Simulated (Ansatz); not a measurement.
How far each method lies from UCCSDT(Q) for Ge–Al–OH⁺, quartet

Geometry: that of the Ge–Al–OH, triplet, kept fixed. The doublet lies 1.3 eV lower here.

```yaml
atoms:
  - { symbol: Al, position_ang: [0.0000, 0.0000, -0.4578] }
  - { symbol: Ge, position_ang: [0.0000, 0.0000, -2.8770] }
  - { symbol: O, position_ang: [0.0000, 0.0000, 1.1936] }
  - { symbol: H, position_ang: [0.0000, 0.0000, 2.1412] }
```

Basis cc-pVDZ; Ansatz 0.2.0. Correlated methods freeze the noble-gas cores and the filled d shells of p-block atoms, which leaves 13 electrons in 44 orbitals. R marks a restricted (for open shells ROHF) determinant, U an unrestricted one. No spin–orbit coupling is included, and no scalar relativity.

Full CI isn't at hand for all of this; UCCSDT(Q) serves as the reference, and is uncertain by the last step of the cluster series or more. The frozen core follows each run's orbitals, which can shift R against U totals by a few meV for light atoms and by up to 0.1 eV past Ca.

The UHF ⟨S²⟩ is 3.762 and the T1 diagnostic (RCCSD) is 0.0289. The largest doubles amplitude (RCCSD) is 0.069 and the T1 diagnostic (UCCSD) is 0.0256.

```
   level  E − E(UHF) (eV)
    UMP2          -7.2811
   UCCSD          -7.8434
UCCSD(T)          -8.0565
```

(1) Estimate how far UCCSDT(Q) in cc-pVDZ lies from UCCSD(T). The table doesn't fix it; the size of (T) and the diagnostics are the guide.

(1) UCCSDT(Q) in cc-pVDZ lies 5.4 kJ/mol below UCCSD(T), which is 26 % of the (T) step (-20.6 kJ/mol). The diagnostics give no warning, yet the rest is a sizeable part of (T). The miss exceeds 1 kcal/mol.

The other levels:

```tsv
level	E − E(UCCSDT(Q)) (kJ/mol)	wall time
UCCSDT	2.4	–
```

Run but not shown, since their state, orbitals or frozen core can't be matched to the reference's or they repeat it: RHF, RMP2, CISD, RCCSD, RCCSD(T), BCCD(T), RCCSDT, RCCSDT(Q).
